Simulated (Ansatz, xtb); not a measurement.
# Relative energy of two structures of BFH3Si−

Structure a: the triplet with the links of `[BH3-][Si]F`. Structure b: a singlet given by its coordinates. Both are isolated ions in the gas phase, relaxed with B3LYP-D3(BJ)/def2-SVPD.

a (Å):

```xyz
6

B    -0.6361    1.6656    0.4511
F     0.2537    3.8898    2.5745
Si   -0.8084    3.6624    1.2322
H    -0.9501    0.9612    1.4036
H     0.5414    1.5929    0.1192
H    -1.4308    1.6493   -0.4797
```

b (Å):

```tsv
atom	x (Å)	y (Å)	z (Å)
B	0.9724	-0.2674	0.7165
F	-1.7079	0.8104	-0.5016
Si	-0.8022	-0.5003	0.1398
H	1.4313	0.7712	1.1530
H	1.5503	-1.3025	1.0086
H	-1.1616	-1.5968	-0.8341
```

Close contacts (Å): B1–Si3 1.88, F2–Si3 1.72, B1–H4 1.22, B1–H5 1.22, Si3–H6 1.51.

Q: Estimate E(b) − E(a) at the level CCSD(T)/def2-SVPD + ΔMP2/def2-TZVPPD.

A: Calculated at CCSD(T)/def2-SVPD + ΔMP2/def2-TZVPPD: E(b) − E(a) = −87.8 kJ/mol, so structure b lies lower.

The same difference at several levels:

```csv
level,geometry,E(b) − E(a) (kJ/mol),departure from the last row (kJ/mol),"job, with rough time for the two"
HF/STO-3G,GFN2-xTB,+57.0,+144.7,"single point, 0.18 s"
r2SCAN-D4/def2-SVPD,GFN2-xTB,−72.2,+15.6,"single point, 4.6 s"
B3LYP-D3(BJ)/def2-SVPD,B3LYP-D3(BJ)/def2-SVPD,−73.8,+14.0,"optimisation, 44 s"
HF/def2-SVPD,B3LYP-D3(BJ)/def2-SVPD,−16.1,+71.7,part of the CCSD(T) run
MP2/def2-SVPD,B3LYP-D3(BJ)/def2-SVPD,−67.0,+20.7,part of the CCSD(T) run
CCSD(T)/def2-SVPD,B3LYP-D3(BJ)/def2-SVPD,−74.9,+12.9,single point
CCSD(T)/def2-SVPD + ΔMP2/def2-TZVPPD,B3LYP-D3(BJ)/def2-SVPD,−87.8,,"single point, 25 s"
```

HF/STO-3G puts the two in the other order. The largest departure from CCSD(T)/def2-SVPD + ΔMP2/def2-TZVPPD is that of HF/STO-3G, 144.7 kJ/mol. The last row adds to CCSD(T) the change of the MP2 difference between the two basis sets, here −12.9 kJ/mol, a large step that makes the value less sure. The triplet state of a needn't be its ground state.

With harmonic frequencies from B3LYP-D3(BJ)/def2-SVPD (ideal gas, rigid rotor, one conformer each, 298.15 K, 1 atm): on the last row, ΔE + ΔZPE = −89.0, ΔH = −90.1, ΔG = −83.5 kJ/mol.

The T1 diagnostic of structure b is large, so the coupled-cluster value is less sure. Open shells are spin-unrestricted. The correlated steps freeze 7 core orbitals. ΔG holds the spin degeneracy. Mirror images aren't counted in ΔG. Programs: Ansatz 0.2.0, xtb 6.7.1; the last row on 1 thread of Arm Neoverse V2 on a shared host.
